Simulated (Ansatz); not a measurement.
What does this script print? It uses the Ansatz DFT code, driven from Python.

`composite_alcl2h.py`
```python
# -*- coding: utf-8 -*-
"""Relax AlCl2H cheaply, then refine its energy."""

import itertools

import ansatz as az
from ase.data import atomic_numbers, covalent_radii
import numpy as np

GEOMETRY = """
Cl   -1.33730    0.68430    1.46850
Al    0.11190    0.07810   -0.03190
Cl   -0.16570   -1.84520   -1.09850
H     1.44660    1.02240   -0.35840
"""

system = az.Crystal.molecule()
for line in GEOMETRY.strip().splitlines():
    symbol, *xyz = line.split()
    system = system.atom(symbol, [float(v) for v in xyz])

setup = system.calculation().basis(gaussian="def2-SVP").functional("r2scan")
symbols = [site.symbol for site in system.cartesian_sites]
start = np.array([site.position_ang for site in system.cartesian_sites], dtype=float)
report = setup.relax(force_tolerance=0.01).run(threads=1).report
end = np.array(report["positions_ang"])
# pairs closer than 1.2 times the sum of covalent radii, before or after
radius = [covalent_radii[atomic_numbers[s]] for s in symbols]
span = lambda where, i, j: np.linalg.norm(where[i] - where[j])
bonded = [(i, j) for i, j in itertools.combinations(range(len(symbols)), 2) if min(span(start, i, j), span(end, i, j)) < 1.2 * (radius[i] + radius[j])]
print("pair        before    after (A)")
for i, j in bonded:
    print(f"{symbols[i]}{i}-{symbols[j]}{j}".ljust(10), f"{span(start, i, j):8.4f} {span(end, i, j):8.4f}")

minimum = az.Crystal.molecule()
for symbol, place in zip(symbols, end):
    minimum = minimum.atom(symbol, place.tolist())
at_minimum = minimum.calculation()
# MP2 extrapolated to the basis limit, plus the small-basis difference CCSD(T) - MP2
level = lambda method, basis: at_minimum.basis(gaussian=basis).correlation(method).run(threads=1).report
small, large, cluster = level("mp2", "cc-pVDZ"), level("mp2", "cc-pVTZ"), level("ccsd_t", "cc-pVDZ")
corr = lambda each: (each["free_energy_ev"] - each["reference_energy_ev"]) / 27.211386246
mp2_limit = (27 * corr(large) - 8 * corr(small)) / 19
pieces = {"HF / cc-pVTZ": large["reference_energy_ev"] / 27.211386246, "MP2 correlation, DZ-TZ limit": mp2_limit, "CCSD(T) - MP2 / cc-pVDZ": corr(cluster) - corr(small)}
for name, value in pieces.items():
    print(f"{name:32s} {value:14.6f} Ha")
print(f"{'sum':32s} {sum(pieces.values()):14.6f} Ha")
print("T1 diagnostic", round(cluster["correlation"]["coupled_cluster"]["t1_diagnostic"], 4))
```

Output of `python composite_alcl2h.py`:
```text
pair        before    after (A)
Cl0-Al1      2.1723   2.0945
Al1-Cl2      2.2167   2.0945
Al1-H3       1.6673   1.5658
HF / cc-pVTZ                       -1161.698551 Ha
MP2 correlation, DZ-TZ limit          -0.497503 Ha
CCSD(T) - MP2 / cc-pVDZ               -0.039169 Ha
sum                                -1162.235223 Ha
T1 diagnostic 0.0097
```

Reading the output:
- Total energies depend on the basis set; only differences at equal settings carry meaning.
- The sum leaves out core correlation, relativity, the Hartree-Fock basis error and zero-point energy; a DZ-TZ extrapolation is rough.
- Inner cores stay frozen, so this is valence correlation.
- For Al to Cl the sets with a tight d function, cc-pV(X+d)Z, are usual.
- An extrapolation from small basis sets is rough.
- Timing: 15 s on 1 thread of Arm Neoverse V2 (shared host), peak memory 0.25 GiB.

(A comment or docstring line of the script was reworded after the run, the code is as it ran.)
